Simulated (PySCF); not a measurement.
How the method moves the HOMO and LUMO of 1,1,1,2-tetrafluoroethane

Species: 1,1,1,2-tetrafluoroethane, C₂H₂F₄.
Z-matrix (Å and degrees, PBE0-D3(BJ)/def2-SVP geometry), rows numbered from 1:
```
F 
C   1  1.3570
C   2  1.5136  1  109.98
F   3  1.3299  2  111.56  1   -60.57
F   3  1.3306  2  111.69  1    60.39
F   3  1.3360  2  109.03  1   179.96
H   2  1.1018  1  110.35  3  -119.39
H   2  1.1016  1  110.36  3   119.51
```

Basis pcSseg-2 throughout (PySCF), one geometry. Isolated species at its PBE0-D3(BJ)/def2-SVP geometry, gas phase.

Problem. How do the orbital energies, the gap and the dipole change with the method?

Solution. 
| method | kind | HOMO (eV) | LUMO (eV) | gap (eV) | μ (D) | SCF cycles |
| --- | --- | --- | --- | --- | --- | --- |
| B97-D | GGA | -8.76 | 0.05 | 8.82 | 1.89 | 14 |
| KT2 | GGA | -8.87 | -0.09 | 8.78 | 1.90 | 14 |
| KT3 | GGA | -8.90 | -0.28 | 8.62 | 1.87 | 15 |
| B97-2 | global hybrid | -10.24 | 0.71 | 10.95 | 1.99 | 14 |
| B3LYP | global hybrid | -10.33 | 0.33 | 10.65 | 2.02 | 13 |
| PBE0 | global hybrid | -10.54 | 0.68 | 11.22 | 2.01 | 12 |
| mPW1PW91 | global hybrid | -10.58 | 0.63 | 11.21 | 2.01 | 12 |
| CAM-B3LYP | range-separated hybrid | -12.12 | 1.29 | 13.42 | 2.08 | 13 |
| BHandHLYP | global hybrid | -12.39 | 1.13 | 13.52 | 2.16 | 12 |
| wB97X-D | range-separated hybrid | -12.47 | 2.43 | 14.91 | 2.03 | 13 |
| LC-wPBE | range-separated hybrid | -13.36 | 2.46 | 15.82 | 2.06 | 13 |

The HOMO spans 4.60 eV, from B97-D down to LC-wPBE, and the gap runs from 8.62 eV (KT3) to 15.82 eV (LC-wPBE). Over the methods B97-D (0 %), KT2 (0 %), KT3 (0 %), B97-2 (21 %), B3LYP (20 %), PBE0 (25 %), mPW1PW91 (25 %), BHandHLYP (50 %), a straight line through the gap against the share of exact exchange rises by 0.97 eV for each 10 % (correlation coefficient 0.999). The dipole ranges from 1.87 D (KT3) to 2.16 D (BHandHLYP). This basis has no diffuse functions.

The vertical ΔSCF ionisation energy at B3LYP/def2-SVPD is 13.21 eV; −ε(HOMO) comes closest to it with LC-wPBE (13.36 eV).
